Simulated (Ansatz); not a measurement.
bcc Fe was calculated with rVV10 (Ansatz, a first-principles code, PAW).

Input file:

Ansatz 0.2 input:
```yaml
crystal:
  lattice:
    - [-1.4478526086, 1.4478526086, 1.4478526086]
    - [1.4478526086, -1.4478526086, 1.4478526086]
    - [1.4478526086, 1.4478526086, -1.4478526086]
  atoms:
    - { symbol: Fe, position: [0.0, 0.0, 0.0], spin: 2.5 }
basis:
  ecutwfc: 520
  ecutrho_ratio: 4
  xc_grid: 2
kpoints:
  mp_grid: { grid: [26, 26, 26] }
hamiltonian:
  xc: { exchange: rpw86, correlation: pbe }
  dispersion: rvv10
  pseudopotentials: { kind: paw }
scf:
  occupations: { method: fermi_dirac, width: 0.05 }
  convergence: { dr2_threshold: 0.0000000001 }
output:
  forces: false
  stress: true
  eigenvalues: true
magnetization:
  spin_polarized: true
```

Output (set-up and result lines):

```
Crystal: 1 atoms, lattice volume = 12.140 Å³
Basis set: ecut = 520 eV, 321 PW (Γ), exchange–correlation on 40×40×40 points (8 copies of the dense FFT grid, shifted against one another)
Bands: 14, of which v1, the nominal top of the filled ones, is band 8 counted from 1 (7 counted from 0)
Symmetry: 48 space group operations
Space group: Im-3m (ITA 229), of the structure as read, at distance tolerance 2.3e-5 Å
k-points: 511 of 17576
Initial density: superposition of atomic densities (chi_scale 0.1, normalization cell)
Functional: x = rpw86, c = pbe(β = 0.06672455060314922) + rvv10(b = 6.3, C = 0.0093)
SCF 1 converged in 12 iterations: F = -4503.487783 eV  dr2 = 7.77e-13
SCF converged after 12 iterations
Magnetization: 2.1895 μB (9.0947 up, 6.9053 down)
Free energy (F): -4503.487783 eV
Internal energy: -4503.479314 eV  (E = F + TS)
E sigma→0 (E₀):  -4503.483549 eV
Fermi energy:    17.135994 eV
--- Stress (GPa, compression-positive) ---
      -10.192659       0.000000       0.000000
       -0.000000     -10.192659      -0.000000
        0.000000      -0.000000     -10.192659
  P = ⅓ Tr σ = -10.1927 GPa (-101.927 kbar)
```

The cell is one volume of an energy–volume scan, off the minimum.

The PAW data were made under PBE.

It cost around 30 core-seconds (rough) of CPU time.
